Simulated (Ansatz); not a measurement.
# HAl–C–O, singlet in cc-pVDZ: errors against RCCSDT(Q)

Geometry: displaced at random from a stationary point.

```csv
atom,x (Å),y (Å),z (Å)
Al,-0.0123,-0.1216,1.4243
C,-0.0131,0.1645,-0.7688
O,0.0348,-0.0129,-1.9166
H,-0.0679,1.4989,1.4571
```

Basis cc-pVDZ; Ansatz 0.2.0. Correlated methods freeze the noble-gas cores, which leaves 14 electrons in 44 orbitals. Prefix R: restricted or restricted open-shell reference; prefix U: unrestricted. Active spaces: frontier = (8e, 8o) about the gap.

Full CI isn't at hand for all of this; RCCSDT(Q) serves as the reference, and is uncertain by about the last step of the cluster series. The frozen core follows each run's orbitals, which can shift R against U totals by a few meV.

Unrestricted rows (U) aren't spin-pure: their determinants' ⟨S²⟩ exceeds S(S+1) by up to 0.34, so they mix in states of higher spin.

The UHF ⟨S²⟩ is 0.341 and the T1 diagnostic (RCCSD) is 0.0215. The largest doubles amplitude (RCCSD) is 0.088.

```csv
level,E − E(RHF) (eV)
UHF,-0.0566
RMP2,-9.7654
UMP2,-9.6182
RCCSD,-10.3776
UCCSD,-10.3691
RCCSD(T),-10.7929
UCCSD(T),-10.7885
```

**Question.** Estimate how far RCCSDT(Q) in cc-pVDZ lies from RCCSD(T). The table doesn't fix it; the size of (T) and the diagnostics are the guide.

**Answer.** RCCSDT(Q) in cc-pVDZ lies 2.60 mEh below RCCSD(T), which is 17 % of the (T) step (-15.26 mEh). T1 is raised, RHF is unstable towards spin polarisation, but (T) still catches most of what CCSD lacks. The miss exceeds 1 kcal/mol.

The other levels:

```json
{"level": "CISD", "E − E(RCCSDT(Q)) (mEh)": "59.96", "share of correlation (%)": "84.98", "wall time": "1.3 s"}
{"level": "BCCD(T)", "E − E(RCCSDT(Q)) (mEh)": "2.39", "share of correlation (%)": "99.40", "wall time": "0.69 s"}
{"level": "RCCSDT", "E − E(RCCSDT(Q)) (mEh)": "1.58", "share of correlation (%)": "99.60", "wall time": "–"}
{"level": "UCCSDT", "E − E(RCCSDT(Q)) (mEh)": "1.62", "share of correlation (%)": "99.59", "wall time": "–"}
{"level": "UCCSDT(Q)", "E − E(RCCSDT(Q)) (mEh)": "-0.01", "share of correlation (%)": "100.00", "wall time": "83 s"}
{"level": "CASSCF (frontier space)", "E − E(RCCSDT(Q)) (mEh)": "242.12", "share of correlation (%)": "39.35", "wall time": "–"}
{"level": "MRCISD (frontier space)", "E − E(RCCSDT(Q)) (mEh)": "26.59", "share of correlation (%)": "93.34", "wall time": "–"}
{"level": "MRCISD+Q (frontier space)", "E − E(RCCSDT(Q)) (mEh)": "3.63", "share of correlation (%)": "99.09", "wall time": "15 s"}
```

The correlation energy at RCCSDT(Q), counted from RHF, is -10.864 eV. That run took 19 s on 1 thread of Intel Xeon 6975P-C, shared host.

Times hold each run's SCF and search for its determinant on a shared host, so for small cases they say little of a method's own cost; they ran on 1 thread of Intel Xeon 6975P-C.
